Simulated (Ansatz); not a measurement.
Rock-salt NaCl, relaxed in Ansatz (plane waves) with several semilocal functionals. Each gives its own volume and its own elastic constant C11:

```json
[
 {"level": "LDA", "V0 (Å³/atom)": "20.394", "elastic constant C11 (GPa)": "70.06", "ln V0": "3.0152", "ln C11": "4.2494"},
 {"level": "r²SCAN", "V0 (Å³/atom)": "22.038", "elastic constant C11 (GPa)": "59.26", "ln V0": "3.0928", "ln C11": "4.0819"},
 {"level": "PBE", "V0 (Å³/atom)": "23.100", "elastic constant C11 (GPa)": "47.16", "ln V0": "3.1398", "ln C11": "3.8535"}
]
```

Question: Fit a straight line to ln C11 against ln V0. What does it predict for PBEsol, whose volume is 21.970 Å³/atom?

Answer: With x = ln V0 and y = ln C11: means 3.08260 and 4.06160; Σ(Δx Δy) = -0.02435, Σ(Δx²) = 0.007919, so the slope is -3.07. At x = 3.0897 the line gives y = 4.06160 + (-3.07) × (3.0897 − 3.08260) = 4.0398, or 56.81 GPa. The run with PBEsol gives 54.79 GPa, -3.6 % from the line. The rows used scatter about it by up to 5.3 %, while the largest value lies 49 % above the smallest.

Measured: 57.3 GPa (measured, 4 K, zero-point motion not removed; as tabulated in X. Wang et al., RSC Advances (2016)).

Ansatz's density-functional and Hartree–Fock values are scalar-relativistic unless marked +SOC, with PAW data made under PBE.

Ansatz is a first-principles code.
